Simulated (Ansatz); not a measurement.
in.yaml

```yaml
crystal:
  periodic: [false, false, false]
  atoms:
    - {symbol: B, position_ang: [0.000000, 0.000000, -1.572000]}
    - {symbol: B, position_ang: [0.000000, 0.000000, -0.055600]}
    - {symbol: Cl, position_ang: [0.000000, 0.000000, 1.627600]}
basis:
  gaussian: {orbitals: cc-pVDZ}
magnetization: {spin_polarized: false, initial_magnetization: 3}
correlation: {method: ccsdt_q, electrons: outside_noble_gas}
```

```sh
$ ansatz run in.yaml --threads 1 --pin off --events-out ev --progress --plain --max-ram 2393MiB
```

Log:

```
831 factors; integrals over basis functions are off by at most 1.8e-7 eV
mean field evaluation 1: about -13842.7187 eV, gradient 1.1e1 eV
mean field evaluation 2: about -13842.8095 eV, gradient 1.1e1 eV
mean field evaluation 4: about -13844.3080 eV, gradient 2.1e0 eV
mean field evaluation 8: about -13844.3543 eV, gradient 3.3e-1 eV
mean field evaluation 16: about -13844.3557 eV, gradient 1.2e-6 eV
mean field -13844.35574276 eV, -508.7706895052 hartree, gradient 1.2e-6 eV, S^2 3.750000; 0 other end points of the search recorded, 0 dependent functions left out
mean field evaluation 32: about -13844.3892 eV, gradient 3.4e-1 eV
7 core orbitals not correlated: weight in the atoms' cores, before any rotation towards them, 1.000 or more for the frozen orbitals, at most 0.000 for the correlated occupied ones
reference -13844.35574276 eV, -508.7706895052 hartree; 8, 5 occupied and 31, 34 virtual orbitals, 831 factors
second order -6.34260094 eV of doubles, -0.02204477 eV of singles
cycle   1  -6.88739139 eV  change   -5.2e-1 eV  update   8.1e-2
cycle   2  -7.21950791 eV  change   -3.3e-1 eV  update   3.7e-2
cycle   3  -7.41097568 eV  change   -1.9e-1 eV  update   2.4e-2
cycle   4  -7.39404353 eV  change    1.7e-2 eV  update   9.0e-3
cycle   5  -7.39156656 eV  change    2.5e-3 eV  update   4.7e-3
cycle   6  -7.39605684 eV  change   -4.5e-3 eV  update   1.9e-3
cycle   7  -7.39594955 eV  change    1.1e-4 eV  update   8.7e-4
cycle   8  -7.39554105 eV  change    4.1e-4 eV  update   3.4e-4
cycle   9  -7.39567749 eV  change   -1.4e-4 eV  update   1.6e-4
cycle  10  -7.39567183 eV  change    5.7e-6 eV  update   5.1e-5
cycle  11  -7.39563969 eV  change    3.2e-5 eV  update   2.3e-5
cycle  12  -7.39565305 eV  change   -1.3e-5 eV  update   1.1e-5
cycle  13  -7.39565272 eV  change    3.3e-7 eV  update   4.5e-6
cycle  14  -7.39565397 eV  change   -1.3e-6 eV  update   2.2e-6
cycle  15  -7.39565621 eV  change   -2.2e-6 eV  update   1.0e-6
cycle  16  -7.39565660 eV  change   -3.9e-7 eV  update   5.5e-7
perturbative correction -0.01528380 eV, -0.0005616694 hartree
Total energy: -13851.76668316 eV, -509.0430365415 hartree
```

For the same geometry and basis UCCSDT(Q) lies 2.0 meV lower.

Ran on 1 thread of AMD EPYC, shared host: 92 s wall, 0.59 GiB peak host memory.
